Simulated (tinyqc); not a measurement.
Worked calculation: CIS on RHF in the sto-3g basis, frozen core, for H2F+, spin multiplicity 1. One step of it, computed by the program tinyqc.

Problem. CIS singlet states. Diagonalise A (1 hartree = 27.211386 eV); each vector has its largest component positive (the first on a tie). The transition dipole is mu = sqrt2 sum c_ia <i|r|a>.

CIS matrix A, singlet (hartree):
```
           2>6        2>7        3>6        3>7        4>6        4>7       5>6       5>7
2>6   1.694738   0.015384  -0.002599   0.049656   0.045534   0.016970  0.000000  0.000000
2>7   0.015384   1.772642  -0.035516   0.006572   0.026920  -0.029012  0.000000  0.000000
3>6  -0.002599  -0.035516   0.796362  -0.030915  -0.038831   0.027403  0.000000  0.000000
3>7   0.049656   0.006572  -0.030915   1.083843   0.119257   0.021250  0.000000  0.000000
4>6   0.045534   0.026920  -0.038831   0.119257   0.742697   0.001859  0.000000  0.000000
4>7   0.016970  -0.029012   0.027403   0.021250   0.001859   0.807500  0.000000  0.000000
5>6   0.000000   0.000000   0.000000   0.000000   0.000000   0.000000  0.577615  0.007011
5>7   0.000000   0.000000   0.000000   0.000000   0.000000   0.000000  0.007011  0.681763
```

dipole integrals <i|r|a> (bohr):
```
             x          y          z
2>6   0.000000  -0.009156   0.087480
2>7   0.000000   0.111412   0.035806
3>6   0.000000   0.669329  -0.120902
3>7   0.000000   0.196543   0.553117
4>6   0.000000  -0.204467   0.447584
4>7   0.000000   0.522848   0.057040
5>6  -0.015057   0.000000   0.000000
5>7  -0.002339   0.000000   0.000000
```

Give: singlet excitation energies; lowest vectors; oscillator strengths 2/3 w |mu|^2.

Solution.

singlet excitation energies (eV): 15.7049  18.5645  18.9383  21.0250  22.6004  30.4897  46.2219  48.4230

lowest vectors:
```
     state 1  state 2  state 3  state 4  state 5  state 6
2>6   0.0000   0.0000  -0.0279   0.0133  -0.0110  -0.1062
2>7   0.0000   0.0000  -0.0127   0.0097   0.0508  -0.0232
3>6   0.0000   0.0000   0.2828   0.7060   0.6374  -0.1173
3>7   0.0000   0.0000  -0.2556   0.1853   0.0831   0.9407
4>6   0.0000   0.0000   0.9233  -0.1895  -0.1432   0.2948
4>7   0.0000   0.0000  -0.0352  -0.6565   0.7508   0.0517
5>6   0.9978   0.0669   0.0000   0.0000   0.0000   0.0000
5>7  -0.0669   0.9978   0.0000   0.0000   0.0000   0.0000
```

oscillator strengths 2/3 w |mu|^2: 0.0002  0.0000  0.0547  0.0545  0.8421  0.6570
